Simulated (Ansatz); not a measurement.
Basis-set extrapolation for `C/C=C(\C)Cl` (PBE0-D4/def2-TZVP geometry, frozen core, Ansatz). Multiplicity 1, RHF reference.

|  | def2-TZVPP | def2-QZVPP |
| --- | --- | --- |
| HF | -615.100706 | -615.120607 |
| MP2 correlation | -0.866415 | -0.928544 |
| CCSD(T) correlation | -0.957913 | not run |

Energies in hartree. Use E(X) = E(∞) + A·exp(−7.88·√X) for Hartree–Fock and E(X) = E(∞) + B·X^(−2.97) for correlation, with X = 3 and 4, and add CCSD(T) minus MP2 of the smaller set to the MP2 limit.

Task: What is the CCSD(T) energy at the basis-set limit?

Result: HF limit: -615.120607 + (-0.019901) × 0.13774 = -615.12335. MP2 limit: -0.928544 + (-0.062129) × 0.74074 = -0.97457. Higher-order term: -0.957913 − (-0.866415) = -0.09150. Total: -616.18942 hartree, 343.4 kJ/mol below CCSD(T)/def2-TZVPP.
